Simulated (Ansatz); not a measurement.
Rutile MnF2 was calculated with PBE-D3(BJ) (Ansatz, an electronic-structure program, plane waves, PAW).

Numerical settings: plane-wave cutoff 520 eV, 8×8×10 k mesh (along the axes of the cell as run), Fermi–Dirac smearing 0.01 eV, spin-polarised with opposed moments, scalar-relativistic PAW data made under PBE.

The volume scan:

```
V (Å³/atom)  E − E_lowest (meV/atom)  P (GPa)
-----------  -----------------------  -------
12.671                          6.31     3.98
12.935                          1.52     1.88
13.199                          0.00     0.00
13.463                          1.40    -1.67
13.727                          5.40    -3.15
```

Problem. What bulk modulus B0 and pressure derivative B′ does a third-order Birch–Murnaghan fit give?

Solution. V0 = 13.200 Å³/atom, B0 = 88.4 GPa, B′ = 4.8 (fit to the energies at full precision).

Shape and atoms are relaxed at each volume.

Note: without U or exact exchange, gaps and moments of open d shells tend to come out too small; the bulk modulus comes from volumes at which shape and atoms were relaxed.

Computed values are for the static lattice.
